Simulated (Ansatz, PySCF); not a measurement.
Molecule: CH₂NO, net charge 0, doublet state. It need not be the lowest isomer of its formula. 
Coordinates optimised at B3LYP-D3(BJ)/def2-TZVP (Ansatz, a quantum-chemistry and plane-wave program):
```xyz
5

O     -0.2249     1.1992    -0.0769
C     -0.4363     0.0284    -0.0099
N      0.4179    -0.9973     0.0683
H      0.0715    -1.9373     0.1188
H      1.4203    -0.8452     0.0780
```
Charge 0, spin multiplicity 2.

Dipole moments at this geometry, in debye (magnitudes).

| level | program | dipole (D) |
|---|---|---|
| BP86/def2-TZVPD | PySCF | 3.55 |
| M06-L/def2-TZVPD | PySCF | 3.55 |
| B3LYP/def2-TZVPD | PySCF | 3.66 |
| PBE0/def2-TZVPD | Ansatz | 3.69 |
| r2SCAN0/def2-TZVPD | Ansatz | 3.78 |
| CCSD(T)/aug-cc-pVDZ | Ansatz | 3.58 |
